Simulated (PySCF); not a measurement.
**Telling isomers of C4H4F2 apart by NMR**

- B3LYP/pcJ-1 coupling constants (spin–dipole term left out of most H,H and C,H couplings)
- shieldings: GIAO PBE0/pcSseg-1
- GFN2-xTB structure
- code: PySCF
- averaged over atoms made equivalent by symmetry, fast rotation or ring inversion, relativity neglected, no solvent model, one computed conformer

Referencing at the same level of theory: $^{1}$H and $^{13}$C vs TMS. Multiplet labels drop J under 1 Hz and among equivalent protons, and merge close values. Unscaled 3J(H,H) run several per cent high. One-bond C–F couplings are unscaled and too large by tens of Hz. Shifts are as computed. Against solution values, carbons near 30 ppm lie about +3 ppm off and those near 130 ppm about +5 ppm. Of 1211 compounds with measured shifts, 218 miss one by over three times the rms of a fit or turn the order of signals round; such compounds aren't used in these exercises.

(1) Tabulate the signals of `FC1=C(F)CC1`, `FCC1=C(F)C1`, `CC1C(F)=C1F`, `CC#CC(F)F` and their relative energies.

(2) What is the quickest way to tell FC1=C(F)CC1 from CC1C(F)=C1F?

(3) What is the quickest way to tell FC1=C(F)CC1 from CC#CC(F)F?

(4) What is the quickest way to tell FC1=C(F)CC1 from FCC1=C(F)C1?

Results:

(1) 
| SMILES | carbon types | δC | δH | E rel. (kcal/mol) |
| --- | --- | --- | --- | --- |
| FC1=C(F)CC1 | 2×C 2×CH2 | 133.1, 25.7 | 2.38 (m, 4H) | 0.0 |
| FCC1=C(F)C1 | 2×C 2×CH2 | 152.0, 82.8, 81.2, 23.9 | 5.64 (m, 2H), 1.99 (ddd, 2H) | 31.8 |
| CC1C(F)=C1F | 2×C 1×CH 1×CH3 | 118.9, 51.1, 24.3 | 3.47 (q, 1H), 1.46 (td, 3H) | 36.3 |
| CC#CC(F)F | 2×C 1×CH 1×CH3 | 110.1, 94.5, 78.5, 4.3 | 6.51 (tq, 1H), 2.12 (td, 3H) | 3.4 |

Energies are electronic energies at PBE0/pcSseg-1 on these geometries, without zero-point or thermal terms, each for the one conformer computed, which needn't be the lowest.

(2) Count the carbon signals: 2 against 3. The first has an allylic sp3 CH2 at 25.7 ppm, the second a three-membered-ring carbon (CH) at 51.1 ppm. Their most deshielded carbons lie at 133.1 and 118.9 ppm. In the proton spectra the most deshielded non-exchanging signals are 2.38 (m, 4H) and 3.47 (q, J = 4.8 Hz, 1H).

(3) Count the carbon signals: 2 against 4. The first has an allylic sp3 CH2 at 25.7 ppm, the second a propargylic sp3 CH bonded to 2 F at 110.1 ppm. Their most deshielded carbons lie at 133.1 and 110.1 ppm. In the proton spectra the most deshielded non-exchanging signals are 2.38 (m, 4H) and 6.51 (tq, J = 61.2, 2.1 Hz, 1H).

(4) Count the carbon signals: 2 against 4. The first has a fully substituted alkene carbon (C) at 133.1 ppm, the second an allylic sp3 CH2 bonded to F at 82.8 ppm. Their most deshielded carbons lie at 133.1 and 152.0 ppm. In the proton spectra the most deshielded non-exchanging signals are 2.38 (m, 4H) and 5.64 (m, 2H).
